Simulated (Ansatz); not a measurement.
```yaml
crystal:
  periodic: [false, false, false]
  atoms:
    - {symbol: Au, position_ang: [0.000000, 0.000000, 0.000000]}
    - {symbol: H, position_ang: [0.000000, 0.000000, 1.670000]}
basis:
  gaussian: {orbitals: def2-TZVP}
total_charge: 1
magnetization: {spin_polarized: true, initial_magnetization: 1}
hamiltonian: {xc: pbe0}
relax: {f_tol: 0.004, max_steps: 80}
```

```sh
$ ansatz run in.yaml --threads 1 --pin off --events-out ev --progress --plain --max-ram 2176MiB
```

Steps of the relaxation (energy above the last step; positions in Å, forces in eV/Å):

```
2
step 1, 126.5 meV
Au    0.000    0.000    0.000    0.000    0.000    1.691
H     0.000    0.000    1.670    0.000    0.000   -1.691
```

```
2
step 2, 5.7 meV
Au    0.000    0.000    0.079    0.000    0.000   -0.477
H     0.000    0.000    1.591    0.000    0.000    0.477
```

```
2
step 3, 0.0 meV
Au    0.000    0.000    0.066    0.000    0.000    0.021
H     0.000    0.000    1.604    0.000    0.000   -0.021
```

```
2
step 4, 0.0 meV
Au    0.000    0.000    0.066    0.000    0.000    0.000
H     0.000    0.000    1.604    0.000    0.000    0.000
```

Close pairs at the end: Au1–H2 1.538 Å.

A stationary point of unrestricted PBE0 after 4 steps, with ⟨S²⟩ = 0.753 against 0.75 for a pure state. 7.5 s on 1 thread of Arm Neoverse V1, shared host.
